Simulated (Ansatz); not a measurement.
# Chlorine (Cl2 molecule): adding exact exchange

Ansatz, plane waves with scalar-relativistic PAW, all at the r²SCAN geometry (bond 1.991 Å) on a 1×1×1 mesh, smearing 0.01 eV.

```
functional  HOMO-LUMO gap (eV)  rough cost against r²SCAN
    r²SCAN                3.45                         1×
   r²SCAN0                5.80                         2×
  r²SCAN50                8.13                         4×
   r²SCANh                4.39                         4×
```

The molecule lies in a periodic box of 12 × 12.3 × 12.6 Å.
